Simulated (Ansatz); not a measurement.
We consider solid chlorine, described by HSE06-D3(BJ) in Ansatz (PAW).

The cell is the one relaxed with r²SCAN-D4: a = 6.372 Å, b = 4.077 Å, c = 8.189 Å, α = 90.00°, β = 90.00°, γ = 90.00°.

Question: Estimate the lattice energy that the calculation returns.

Answer: 
lattice energy: 32 kJ/mol

The computed numbers hold no vibrational or temperature effects.

Ansatz is an electronic-structure program.
